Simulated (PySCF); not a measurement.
# S₃: relaxation and vibrations of the singlet

Aim: relax S₃ as a singlet from a equilateral triangle start, check by its vibrations whether the end is a minimum, and collect its spectrum and constants.

Method: B3LYP, basis S def2-TZVP, no relativity, density fitting; program: PySCF 2.14.0.

## Step 1: Starting geometry

3 atoms, charge 0, spin multiplicity 1.

Bond lengths: S1–S2 2.060 Å, S1–S3 2.060 Å, S2–S3 2.060 Å. Angles: S2–S1–S3 60.0°, S1–S2–S3 60.0°, S1–S3–S2 60.0°.

```xyz
3
charge 0 multiplicity 1
S     0.5947   -1.0300    0.0000
S    -1.1893    0.0000    0.0000
S     0.5947    1.0300    0.0000
```

## Step 2: Finding the electronic state

The steps below are one call of a driver around PySCF. For each, scf.py gives the equivalent set-up of the SCF; relaxations use the driver's own optimiser. After this first run the driver tries any further starts and a stability analysis.

scf.py reads:

```python
from pyscf import gto, scf, dft
mol = gto.M(atom='''
S      0.594670    -1.029990     0.000000
S     -1.189340    -0.000000     0.000000
S      0.594670     1.030000     0.000000''',
    basis={'S': 'def2-TZVP'},
    charge=0, spin=0)
mf = dft.RKS(mol, xc='B3LYP')
mf.grids.atom_grid = (50, 194)
aux = {'S': 'def2-universal-JKFIT'}
mf = mf.density_fit(auxbasis=aux)
mf.conv_tol = 1e-08
mf.diis_space = 10
mf.max_cycle = 60
mf.init_guess = 'minao'
mf.verbose = 4
mf.kernel()
```

Run with:

```console
$ OMP_NUM_THREADS=2 python axn.py task.json out
```

Further steps of the session: Equilateral triangle start, singlet: relaxation; Frequencies.

**Question.** What will these runs give? Wanted: minimum; geometry; wavenumbers; dipole moment; highest occupied, lowest empty level; polar-tensor charge of S1; zero-point energy; atomisation energy.

As calculated:

| quantity | value |
| --- | --- |
| minimum | singlet, D3h |
| geometry | S–S 2.091 Å (×3); S–S–S 60.0° (×3) |
| wavenumbers (cm⁻¹) | 457 (e'), 600 (a1') |
| dipole moment | 0.00 D |
| highest occupied, lowest empty level | -6.55, -2.74 eV |
| polar-tensor charge of S1 | -0.00 e |
| zero-point energy | 9.1 kJ/mol |
| entropy at 298.15 K | 263.6 J/(mol K) |
| atomisation energy (no zero-point energy) | 630 kJ/mol |

In words: The equilateral triangle start keeps its D3h symmetry and ends in a minimum. Only this shape and spin were tried, so other structures or states may lie lower.
